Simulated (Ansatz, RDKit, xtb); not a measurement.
**C2H3Cl3: which of the isomers drawn lies lowest?**

A sample of isomers of C2H3Cl3 is drawn. Aim: find which of them has the lowest free energy at 298.15 K, then its properties. The sample is small against all isomers, and the most stable one of this formula need not be in it.

Plan: many cheap relaxations first (GFN2-xTB), then density-functional screening, relaxation at PBE-D3(BJ)/def2-SVP, vibrations and a final energy. The numbers are computed, not measured.

**1. Possible bonding patterns**

Isomers were taken from a list of plausible structures; this is a sample, not all of them. That gives 2 candidates.

```
label        SMILES     spin
 c093    ClCC(Cl)Cl  singlet
 c823  CC(Cl)(Cl)Cl  singlet
```

Candidates are built by distance geometry, with a force field where one applies, in up to four conformers (letters a to d).

**Question.** With final energies at CCSD(T)/def2-SVP + MP2/def2-TZVPP - MP2/def2-SVP, which structure will this search put lowest in free energy, and by what margin?

| quantity | value |
| --- | --- |
| lowest structure found | ClCC(Cl)Cl, singlet, C1 |
| next finalist | CC(Cl)(Cl)Cl, singlet, 2.9 kcal/mol higher in G |
| share at equilibrium, among the finalists | 99.2 % |
| harmonic wavenumbers, lowest and highest (PBE-D3(BJ)/def2-SVP) | 111 and 3100 cm⁻¹ |
| rotational constants, same geometry | 0.1151, 0.04782, 0.03491 cm⁻¹ |

`ClCC(Cl)Cl` comes out lowest. The margin, 2.9 kcal/mol, is modest. HF/STO-3G, r2SCAN-D4/def2-SVP, PBE-D3(BJ)/def2-SVP and HF/def2-SVP already put its bonding pattern lowest among the structures in one piece; GFN2-xTB and MP2/def2-SVP favour the singlet CC(Cl)(Cl)Cl. Measured heats of formation are -151.3 kJ/mol (298.15 K; CRC Handbook of Chemistry and Physics) for c093a and -144.4 kJ/mol (298.15 K; CRC Handbook of Chemistry and Physics) for c823a: a difference of +6.9 kJ/mol, against +6.2 calculated. Lowest found is not proven lowest: the search is finite, and each finalist counts with one conformer. Only 2 drawn patterns were tried, so whole families of isomers are missing, and the result ranks this sample alone. The lowest isomer need not be the one that is made and kept in a bottle, which depends on barriers.
